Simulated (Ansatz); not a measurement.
A made-up structure of BH₂O₂ (charge +1), closed shell:

O1  (-0.845, 0.006, -0.946)
B2  (-0.086, 0.056, 0.054)
O3  (0.557, 0.182, 1.125)
H4  (0.130, -0.500, 1.666)
H5  (1.463, 0.454, 1.330)
(Å)

It is relaxed with PBE-D4/def2-SVP and then PBE0-D4/def2-TZVP (Ansatz 0.2.0). Atoms count as bonded within 1.22 times the sum of their covalent radii (H–H: 0.88 Å). The end point is not checked to be a true minimum.

Q: Does its bonding change? (Judge from chemistry; the calculation decides.)

A: Computed: No: no bond forms or breaks.

Where it ends: The first stage lowers the energy by 1.06 eV in 7 steps. It ends as BH₂O₂ ([O][B][OH2]), total charge +1:
O1  (-0.798, 0.093, -1.063)
B2  (-0.181, 0.062, -0.051)
O3  (0.549, 0.024, 1.147)
H4  (0.250, -0.480, 1.933)
H5  (1.399, 0.499, 1.263)
(Å)

Labels in which every atom is bracketed show which atoms are joined, not bond orders.

For scale, one of the runs: PBE0-D4/def2-TZVP relaxation, 105 basis functions, launched by `ansatz run in.yaml --threads 2 --pin off --events-out ev --progress --plain --max-ram 4352MiB`. Hardware: 2 CPU threads of an Arm Neoverse V2, shared host. Wall time about 4.3 s.
